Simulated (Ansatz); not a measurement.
**CH4S, singlet: energies of several shapes or isomers**

Program: Ansatz, Gaussian basis, development build. Basis aug-cc-pVDZ on C/H, aug-cc-pV(D+d)Z on S, nonrelativistic, 6 orbitals frozen in the corrections; active space CAS(2,2). Restricted Hartree–Fock, then the lowest state-specific CASSCF solution met for each case. Coupled cluster stands on the determinant that it favours, not always the lowest RHF. Single-reference values can break down or jump between states where bonds are stretched. Unlike active orbitals can shift such differences by tenths of an eV, at times by over 1 eV.

Case A. A bond is stretched, to 1.58 times the sum of the covalent radii.

```xyz
6

C     0.0000   -0.0549   -1.1546
S     0.0000    0.1544    0.6477
H     0.0000   -1.9318    1.1451
H     0.0000    0.9468   -1.5849
H     0.8923   -0.5782   -1.4982
H    -0.8923   -0.5782   -1.4982
```

Case B:

```tsv
atom	x (Å)	y (Å)	z (Å)
C	0.0000	-0.0190	-1.1504
S	0.0000	0.0866	0.6609
H	0.0000	-1.2330	0.8965
H	0.0000	1.0057	-1.5225
H	0.8923	-0.5218	-1.5234
H	-0.8923	-0.5218	-1.5234
```

Energy less that of case A, in eV:

```json
{"case": "B", "RHF/ROHF": "-3.174", "CASSCF": "-2.223", "CCSD(T)": "-2.438"}
```

Give the SC-NEVPT2 energies against case A.

B: -2.296 eV (-52.9 kcal/mol).
